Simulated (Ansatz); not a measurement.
What a trial cell of BaW relaxes into

Theory: Ansatz 0.2.0, DFT PBE, scalar-relativistic, plane waves, PAW. Cutoff 420 eV, Γ-centred k mesh, Gaussian smearing, no spin polarisation in the final step.

The start puts BaW on the cinnabar structure type (P3_221, No. 154), with Ba in place of Hg, W in place of S, at a guessed volume.

```yaml
crystal:
  lattice:
    - [4.36010, 0.00000, 0.00000]
    - [-2.18005, 3.77596, 0.00000]
    - [0.00000, 0.00000, 9.98878]
  atoms:
    - { symbol: Ba, position: [0.71980, 0.00000, 0.66667] }
    - { symbol: Ba, position: [0.00000, 0.71980, 0.33333] }
    - { symbol: Ba, position: [0.28020, 0.28020, 0.00000] }
    - { symbol: W, position: [0.48890, 0.00000, 0.16667] }
    - { symbol: W, position: [0.00000, 0.48890, 0.83333] }
    - { symbol: W, position: [0.51110, 0.51110, 0.50000] }
```

Steps on the 6×6×2 mesh (6 atoms). 12 of 17 steps are shown, and the free energy counts from the last. Trial steps that were taken back and renewals of the plane-wave basis can be among the rows.

```
step  ΔF (meV/atom) V (Å³/atom) P (GPa) largest force component (eV/Å)
   1         1177.9        27.41    12.73                           2.893
   2          845.4        30.05     3.62                           1.272
   4          543.3        30.24    -0.97                           0.409
   5          422.0        29.49    -1.59                           0.462
   7          179.6        27.42    -1.73                           0.337
   8           95.8        26.13    -0.27                           0.132
  10           84.2        24.54     5.43                           0.712
  11           37.8        25.74     0.84                           0.186
  13           18.7        26.09    -0.09                           0.092
  14           18.0        26.05    -0.03                           0.011
  16            0.0        26.35     0.29                           0.013
  17            0.0        26.35     0.29                           0.013
```

Steps on the 6×6×4 mesh (6 atoms). 4 of 4 steps are shown, and the free energy counts from the last.

```csv
step,ΔF (meV/atom),V (Å³/atom),P (GPa),largest force component (eV/Å)
1,2.2,26.35,0.63,0.144
2,1.3,26.78,-0.16,0.138
3,0.0,26.66,-0.01,0.009
4,0.0,26.66,-0.01,0.009
```

A final relaxation ran on a 12×12×6 mesh. The relaxed crystal, P3_221 (No. 154):

Space group P3_221 (No. 154). a = 5.393 Å, b = 5.393 Å, c = 6.362 Å, α = 90.00°, β = 90.00°, γ = 120.00°
| atom | site | symmetry | x | y | z |
| --- | --- | --- | --- | --- | --- |
| Ba | 3a | .2. | 0.6881 | 0.0000 | 0.6667 |
| W | 3b | .2. | 0.5777 | 0.0000 | 0.1667 |

```yaml
Volume_per_atom: 26.71 Å³
Density: 9.98 g/cm³
Energy_over_the_elements: 2.14 eV/atom
Gap_on_the_12×12×6_mesh: 0 eV (a metal)
```

The zero of energy is the elements' standard structures at the same level; no fitted shifts are applied.

The final run used a 12×12×6 mesh on its 6-atom cell and 0.10 eV smearing. The k mesh leaves about 4 meV/atom of noise in metals. Spin–orbit coupling is left out.

Symmetry constrained the relaxation, so the result can be a saddle point.

Cost: 4 runs of about 8.7 core-minutes in all, on Arm Neoverse V2 (shared hosts).